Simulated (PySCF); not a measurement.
Structure problem from calculated spectra and properties.

Elements present: C, H and O. Monoisotopic mass: 76.0524 u.

| Property | Result |
| --- | --- |
| Dipole | 2.71 D [B97-2/pcSseg-2] |
| 13C NMR | chemical shifts (computed TMS as zero) by class: 71.5 (2 C), 39.8 (1 C) ppm [GIAO B97-2/pcSseg-2] |
| 1H NMR | chemical shifts (computed TMS as zero) by class: 3.95 (4 H), 1.65 (2 H), 1.59 (2 H) ppm [GIAO B97-2/pcSseg-2] |
| NMR, other nuclei | isotropic shieldings of nuclei other than C and H, by class: 285 (2 O) ppm [GIAO B97-2/pcSseg-2] |
| Rotational structure | rotational constants A, B, C: 7.654, 3.962, 2.895 GHz [PBE0-D3(BJ)/def2-TZVP] |

The electronic properties come from PySCF, for the isolated species, density fitting. Levels stand in brackets. The structure is a single PBE0-D3(BJ)/def2-TZVP conformer in the gas phase; no vibrational or solvent corrections. NMR values are class means; diastereotopic atoms form classes of their own.

Task: Which formula fits the mass and the elements?

Result: C3H8O2 (calculated 76.0524). No other formula that holds each of these elements comes within 0.0003 u with a fitting electron parity and a possible valence count.

Task: Give a SMILES that accounts for the data.

Result: Numbering: `[OH:1][CH2:2][CH2:3][CH2:4][OH:5]`. Its formula, C3H8O2, gives 0 degrees of unsaturation, so no ring and no π bond. 3 carbons fall into 2 classes; from least to most shielded: carbinol carbon (C–OH) [C2/C4] (71.5 ppm, 2 C, up to 2.1 ppm apart in this geometry), chain CH2 carbon [C3] (39.8 ppm). Hydrogen classes from least to most shielded: 4 H on 2 like atoms (carbinol carbon (C–OH)), C2/C4 (3.95 ppm), 2 H on 2 alcohol oxygens, O1/O5 (1.65 ppm, a mean of values up to 2.7 ppm apart in this geometry), 2 H on a chain CH2 carbon, C3 (1.59 ppm). The other shieldings belong to: 285 ppm, alcohol oxygen [O1/O5]. By its constants the optimised geometry is an asymmetric top. Structure: `OCCCO` (1,3-propanediol). Computed isomers that give other values at the same levels: `COCOC` (rotational constant A: 10.446 GHz; this holds for the one conformer computed). The assignments are read from this structure; whether some other isomer fits the data as well wasn't checked.

Conformer computed: `[OH:1][CH2:2][CH2:3][CH2:4][OH:5]`: O1–C2–C3–C4 67°, C2–C3–C4–O5 -61°, H–O1–C2–C3 -49°, H–O5–C4–C3 -68°.
